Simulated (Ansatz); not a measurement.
Fluorite SrCl2 was calculated with HSE06-D3(BJ) in Ansatz (PAW).

Settings: plane-wave cutoff 460 eV, 6×6×6 k mesh, Fermi–Dirac smearing 0.01 eV, scalar-relativistic PAW data made under PBE.

Computed points:

```
V (Å³/atom)  E − E_lowest (meV/atom)  P (GPa)
-----------  -----------------------  -------
26.028                          9.19    2.287
26.713                          2.08    1.071
27.608                          0.00   -0.286
28.083                          1.79   -0.912
28.767                          7.45   -1.717
```

Estimate the bulk modulus from the pressures at 26.713 and 27.608 Å³/atom, and compare it with a fit to all energies.

B = −V dP/dV. Between V = 26.713 and 27.608 Å³/atom, dP/dV = (-0.286 − (1.071))/(27.608 − 26.713) = -1.52 GPa per Å³/atom; at the midpoint 27.160 Å³/atom this gives B ≈ 41.2 GPa. The third-order Birch–Murnaghan fit gives V0 = 27.405 Å³/atom, B0 = 39.5 GPa, B′ = 4.5, which lies 4 % below that estimate.

Measured, for comparison: bulk modulus 34.3 GPa (temperature not stated, not corrected to a static lattice, from elastic constants; as tabulated in Kanchana et al., Calculated structural, elastic and electronic properties of …); equilibrium volume per atom 28.27 Å³/atom (room temperature, not corrected to a static lattice; as tabulated in Kanchana et al., Calculated structural, elastic and electronic properties of …). Computed (rounded) less measured: bulk modulus +15 % (against room or unstated temperature, where such soft solids are markedly softer), equilibrium volume per atom -3.0 %.

The computed numbers hold no vibrational or temperature effects.

Ansatz is a first-principles code.
